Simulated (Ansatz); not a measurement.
## AsH$_{2}$⁺, triplet: the ladder up to full CI

Geometry: a point of a bend scan, not a stationary point.

| atom | x (Å) | y (Å) | z (Å) |
| --- | --- | --- | --- |
| As | 0.0000 | -0.0330 | 0.0000 |
| H | 0.0000 | 1.2266 | -0.8353 |
| H | 0.0000 | 1.2266 | 0.8353 |

Basis cc-pVDZ; Ansatz 0.2.0. Only valence electrons are correlated (noble-gas cores and the filled d shells of p-block atoms frozen), which leaves 6 electrons in 23 orbitals. Prefix R: restricted or restricted open-shell reference; prefix U: unrestricted. Active spaces: pair = (4e, 4o) about the gap; valence = (6e, 6o) chosen from the atoms' valence shells. No spin–orbit coupling is included, and no scalar relativity.

Full CI is exact within this basis and frozen core; it isn't the basis-set limit. The frozen core follows each run's orbitals, which can shift R against U totals by a few meV for light atoms and by up to 0.1 eV past Ca.

For open shells CISD is restricted-active-space CI with the open shells as a complete middle space.

The UHF ⟨S²⟩ is 2.026, the T1 diagnostic (RCCSD) is 0.0207 and the largest doubles amplitude (RCCSD) is 0.082.

```csv
level,E − E(RHF) (eV)
RMP2,-2.2351
RCCSD,-2.8600
RCCSD(T),-2.9293
```

(1) Estimate how far full CI in cc-pVDZ lies from RCCSD(T). The table doesn't fix it; the size of (T) and the diagnostics are the guide.

(1) Full CI in cc-pVDZ lies 20 meV below RCCSD(T), which is 28 % of the (T) step (-69 meV). The diagnostics give no warning, yet the rest is a sizeable part of (T).

The other levels:

| level | E − E(full CI) (meV) | share of correlation (%) | wall time |
| --- | --- | --- | --- |
| CISD | 152 | 94.86 | 0.99 s |
| BCCD(T) | 20 | 99.33 | 2.3 s |
| RCCSDT | 1 | 99.97 | – |
| RCCSDT(Q) | -1 | 100.02 | 4.8 s |
| CASSCF (valence space) | 1723 | 41.58 | – |
| NEVPT2 (valence space) | 459 | 84.44 | 1.2 s |
| NEVPT4(SD) (valence space) | 52 | 98.22 | 1.4 s |
| MRCISD (valence space) | 60 | 97.98 | – |
| MRCISD+Q (valence space) | 1 | 99.96 | 1.5 s |

The correlation energy at full CI, counted from RHF, is -2.949 eV. That run took 4.2 s on 1 thread of Arm Neoverse V2, shared host over 781,936 determinants.

Run but not shown, since their state or frozen core can't be matched to the reference's or they repeat it: UHF, UMP2, UCCSD, UCCSD(T), UCCSDT, UCCSDT(Q), CASSCF (pair space), NEVPT2 (pair space), MRCISD (pair space), MRCISD+Q (pair space).

Times hold each run's SCF and search for its determinant on a shared host, so for small cases they say little of a method's own cost; they ran on 1 thread of Arm Neoverse V2.

The full-CI state has the irrep B1 of C2v, in the program's axes.

Natural occupations of full CI about the gap: 1.954 1.926 1.001 0.990 0.050 0.026 0.010 0.009 0.008 0.006; effectively unpaired electrons, Σ n²(2−n)², 2.04.
